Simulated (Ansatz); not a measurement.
Task: an active-space calculation of H2MgO, SMILES [OH][MgH], with the Ansatz DFT code, driven from Python. Give the script and its output. Level of theory (for the species named): Hartree-Fock, 6-31G* basis, multiplicity 1.

```xyz
4

O     0.0855   -1.1166    0.9199
Mg   -0.3398    0.5092   -0.2587
H     0.9021   -1.3790    0.6131
H    -0.5923    1.9260   -1.2946
```

The script, `cas.py`:
```python
import warnings

import ansatz

BASIS = '6-31G*'

warnings.simplefilter('ignore', ansatz.DeckWarning)

geometry_ang = [
    ('O', (0.0855, -1.1166, 0.9199)),
    ('Mg', (-0.3398, 0.5092, -0.2587)),
    ('H', (0.9021, -1.379, 0.6131)),
    ('H', (-0.5923, 1.926, -1.2946)),
]
mol = ansatz.Crystal.molecule()
for symbol, xyz in geometry_ang:
    mol = mol.atom(symbol, xyz)

model = mol.calculation().basis(gaussian=BASIS).correlation(active_electrons=4, active_orbitals=5)
for method in [None, 'sc_nevpt2']:
    r = (model if method is None else model.correlation(method)).run(threads=1).report
    space = r['configurations']
    state = space['states'][0]
    print(method or 'casscf', f'total {r["free_energy_ev"] / 27.211386246:.6f} Ha, active-space state {state["energy"]["hartree"]:.6f} Ha, mean field {r["reference_energy_ev"] / 27.211386246:.6f} Ha')
    print('  determinants', state['n_determinants'], ' natural occupations', [round(n, 3) for n in space['natural_occupations']])
print('effectively unpaired electrons, sum of min(n, 2 - n):', round(sum(min(n, 2 - n) for n in space['natural_occupations']), 3))
```

`python cas.py` gives:
```text
casscf total -275.666817 Ha, active-space state -275.666817 Ha, mean field -275.609700 Ha
  determinants 100  natural occupations [1.975, 1.972, 0.027, 0.022, 0.004]
Warning: the results are in doubt because another end's mean lies 0.518 eV lower, and its corrected mean 0.301 eV higher
RunWarning: the results are in doubt because another end's mean lies 0.518 eV lower, and its corrected mean 0.301 eV higher
sc_nevpt2 total -275.841349 Ha, active-space state -275.647791 Ha, mean field -275.609700 Ha
  determinants 100  natural occupations [1.976, 1.959, 0.039, 0.02, 0.005]
effectively unpaired electrons, sum of min(n, 2 - n): 0.129
```
(Warnings from the package without file and line.)

What to keep in mind:
- Total energies depend on the basis set; only differences at equal settings carry meaning.
- The geometry is a force-field or estimated start, not a minimum of this method, and the basis set is short of its limit. The active space starts as a window about the frontier orbitals and is then optimised, not chosen by chemistry.
- A lower CASSCF solution was found and passed over, so the printed active-space state isn't the lowest.
- The script silences the warnings on its input, which a real study should read.
- Timing: 2.5 s on 1 thread of Arm Neoverse V2, on a shared host, peak memory 0.14 GiB.

(Lines on the test bed's own set-up are left out of the output.)
